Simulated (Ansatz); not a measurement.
Results of PBE in Ansatz (plane waves, PAW) for rock-salt HfN.

Run with plane-wave cutoff 520 eV, 16×16×16 k mesh, Fermi–Dirac smearing 0.1 eV, perturbation theory, force constants from a 4×4×4 q mesh, scalar-relativistic PAW data made under PBE.

Computed at the level's own relaxed cell.

Harmonic phonon frequencies (cm⁻¹; i marks an imaginary mode):

```
q point  frequencies
-------  -----------
Γ                  …
```

Complete the blanks.


- Γ, frequencies: 0 0 0 479 479 479

Ansatz is a first-principles code.
